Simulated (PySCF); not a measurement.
Species: C₆H₁₁ (charge +1).
Atom-mapped SMILES: `[CH3:1][C+:2]([CH3:3])[CH:4]1[CH2:5][CH2:6]1` (hydrogens: H7, H8, H9 on C1; H10, H11, H12 on C3; H13 on C4; H14, H15 on C5; H16, H17 on C6)

Geometry (PBE0-D3(BJ)/def2-SVP, Å), atoms numbered from 1 in this order:
```
atom  x, y, z in Å
C1    -0.632    1.342   -0.502
C2    -0.607    0.381    0.614
C3    -1.879   -0.257    0.989
C4     0.560    0.044    1.319
C5     1.941   -0.013    0.566
C6     1.721    1.097    1.457
H7    -1.254    0.951   -1.324
H8     0.348    1.648   -0.883
H9    -1.169    2.241   -0.143
H10   -1.950   -1.182    0.378
H11   -1.909   -0.571    2.041
H12   -2.754    0.354    0.727
H13    0.454   -0.650    2.155
H14    2.533   -0.870    0.898
H15    1.898    0.136   -0.516
H16    2.148    1.080    2.463
H17    1.512    2.090    1.052
```

Theory: TDDFT CAM-B3LYP/def2-SVPD, vertical, gas phase, core orbitals frozen in the response in PySCF 2.14.0, density-fitted response routines.

Frontier orbitals with the atoms that hold most of them (Löwdin shares over 4%, at most four atoms; ? is withheld):

```json
{"orbital": "HOMO-3", "ε (eV)": "-17.04", "atoms": "C3 26%, C1 17%, C2 13%, H11 13%"}
{"orbital": "HOMO-2", "ε (eV)": "-16.90", "atoms": "C5 26%, C6 25%, H15 11%, H17 10%"}
{"orbital": "HOMO-1", "ε (eV)": "-15.95", "atoms": "C6 29%, C5 28%, C4 15%, C3 6%"}
{"orbital": "HOMO", "ε (eV)": "-15.31", "atoms": "?"}
{"orbital": "LUMO", "ε (eV)": "?", "atoms": "?"}
{"orbital": "LUMO+1", "ε (eV)": "-2.77", "atoms": "C3 15%, C1 15%, C2 9%, H9 7%"}
{"orbital": "LUMO+2", "ε (eV)": "-2.19", "atoms": "H13 19%, C4 11%, C1 8%, H15 8%"}
```

(1) Give the leading atoms of the LUMO.

(2) Give the leading atoms of the HOMO.

(3) What is the LUMO energy, and the HOMO–LUMO gap?

Answers

(1) C2 (bonded to 3 C) 44%; C5 (bonded to 2 C and 2 H) 9%; C6 (bonded to 2 C and 2 H) 9%; C4 (bonded to 3 C and H) 8%.

(2) C4 (bonded to 3 C and H) 36%; C5 (bonded to 2 C and 2 H) 14%; C6 (bonded to 2 C and 2 H) 13%; C2 (bonded to 3 C) 12%.

(3) ε(LUMO) = -6.50 eV; the gap is 8.82 eV (0.3240 hartree).

Problem. The HOMO–LUMO gap is 8.82 eV. Where does the response calculation put the lowest singlet, and from which orbitals?

Solution. S1 is at 5.67 eV (f = 0.0040), 3.14 eV below the gap, made of HOMO-1→LUMO (95%). Its leading pair isn't HOMO and LUMO; the energies of that pair differ by 9.45 eV. 

Problem. Give energy, strength and leading configuration of S1, S2 and S5, and follow the Löwdin shares of the leading atoms from the occupied to the empty orbital.

Solution. 
- S1 (5.67 eV, f 0.0040), HOMO-1→LUMO (95%): C6 29% → 9%, C5 28% → 9%, C2 at most 7% → 44%
- S2 (5.87 eV, f 0.433), HOMO→LUMO (97%): C4 36% → 8%, C5 14% → 9%, C2 12% → 44%
- S5 (6.94 eV, f 0.016), HOMO-2→LUMO (97%): C5 26% → 9%, C6 25% → 9%, C2 at most 11% → 44%

One conformer stands for the species.
